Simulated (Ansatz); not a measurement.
Errors in the atomisation enthalpy at 298 K

10 molecules with nitrogen; the atomisation enthalpy at 298 K in kJ/mol, computed less measured. Shapes, held fixed at every level: PBE0-D4/def2-TZVP. Flexible molecules stand in one conformer, not always the lowest. Thermal terms are harmonic and unscaled (PBE0-D4/def2-TZVP); the spin-orbit lowering of the free atoms is taken from their spectra. Programs: Ansatz 0.2.0. Measured values: Active Thermochemical Tables, CRC Handbook of Chemistry and Physics, NIST-JANAF tables.

Levels: A = r2SCAN-D4/def2-TZVPP; B = CCSD(T)/def2-SVP; C = CCSD(T)/CBS estimate.

| molecule | from tabulated heats | A | B | C |
| --- | --- | --- | --- | --- |
| HOCN (cyanic acid) | 1671 | -8 | -121 | -8 |
| CHNS (isothiocyanic acid) | 1557 | +24 | -131 | -12 |
| NF3 (nitrogen trifluoride) | 843 | +30 | -137 | -3 |
| CH5N (methylamine) | 2300 | -15 | -139 | 0 |
| C2H5NO (acetamide) | 3484 | +6 | -199 | -11 |
| C2H5NS (thioacetamide) | 3262 | +11 | -208 | -10 |
| C2H7N (dimethylamine) | 3448 | -11 | -176 | -2 |
| C4H5N (SMILES c1cc[nH]c1) | 4322 | +21 | -203 | -17 |
| C2H8N2 (ethylenediamine) | 4141 | -24 | -256 | -4 |
| C4H7N (isobutyronitrile) | 4843 | -16 | -217 | -21 |

(1) Which level does best on this set, which worst, and which err to one side?

Results:

(1) 
| level | kind | mean error | mean absolute error | worst case |
| --- | --- | --- | --- | --- |
| r2SCAN-D4/def2-TZVPP | meta-GGA | +1.8 | 16.6 | NF3 |
| CCSD(T)/def2-SVP | coupled cluster or CI | -178.7 | 178.7 | C2H8N2 |
| CCSD(T)/CBS estimate | coupled cluster or CI | -8.8 | 8.8 | C4H7N |

On this set CCSD(T)/CBS estimate has the smallest mean absolute error and CCSD(T)/def2-SVP the largest. CCSD(T)/def2-SVP is too low in 10 of 10; CCSD(T)/CBS estimate is too low in 9 of 10. The heats of NF3 come from older tables and can be uncertain by 10 kJ/mol or more. For CCSD(T)/def2-SVP the error grows with the size of the molecule. Correlated wave functions converge slowly with the basis. The CBS estimate extrapolates MP2 from def2-TZVPP and def2-QZVPP and adds CCSD(T) − MP2 in the triple-zeta set, cores frozen. The set is small.
